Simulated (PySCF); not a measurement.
C2H6OP2.
InChI=1S/C2H6OP2/c1-3-2-5-4/h2H,4H2,1H3

The calculation used PySCF, TDDFT B3LYP/def2-SVPD, vertical, gas phase, core orbitals frozen in the response. Isolated species at its GFN2-xTB geometry (one conformer only). Torsions of this conformer, `[CH3:1][O:2]/[CH:3]=[P:4]/[PH2:5]`: C1–O2–C3–P4 0°, H–P5–P4–C3 -136°, H–P5–P4–C3 132°.

```tsv
state	E (eV)	ν̃ (cm⁻¹)	f	main configurations (H = HOMO, L = LUMO)
S1	4.25	34270	0.0014	H-1→L (96%)
S2	5.20	41930	0.161	H→L (87%)
S3	5.40	43540	0.0091	H→L+1 (96%)
S4	5.95	48000	0.222	H-1→L+1 (80%), H→L+3 (12%)
S5	6.16	49720	0.0006	H-2→L (66%), H→L+2 (27%)
S6	6.23	50240	0.018	H→L+2 (67%), H-2→L (22%)
S7	6.26	50520	0.020	H-1→L+2 (78%), H→L+3 (14%)
S8	6.35	51180	0.0072	H-1→L+3 (83%), H-2→L (8%)
```

Triplets, Tamm–Dancoff:

| state | E (eV) | λ (nm) | main configurations (H = HOMO, L = LUMO) |
| --- | --- | --- | --- |
| T1 | 2.98 | 415.7 | H→L (96%) |
| T2 | 3.78 | 327.7 | H-1→L (94%) |
| T3 | 4.81 | 257.5 | H-1→L+1 (85%) |

The lowest singlet lies at 4.25 eV (292 nm, ultraviolet) and is very weak; its leading configuration is HOMO-1→LUMO (96%). The most intense listed level is S4 at 5.95 eV (208 nm, f = 0.222), 1.70 eV above S1. Löwdin shares by element: HOMO phosphorus 47%, carbon 25% or more, oxygen 18%; LUMO phosphorus 43%, carbon 35% or more, oxygen 14%. Of the 8 states listed, 4 reach f = 0.01 and none stays under 0.0005. The oscillator strengths of these states sum to 0.441; summed over the whole spectrum of an exact calculation they would give the number of electrons, 56 (Thomas–Reiche–Kuhn). The listed states span 2.10 eV, and the widest gap between neighbours is 0.95 eV (S1 to S2). Only the lowest 8 singlets were computed, as vertical energies without vibronic structure.
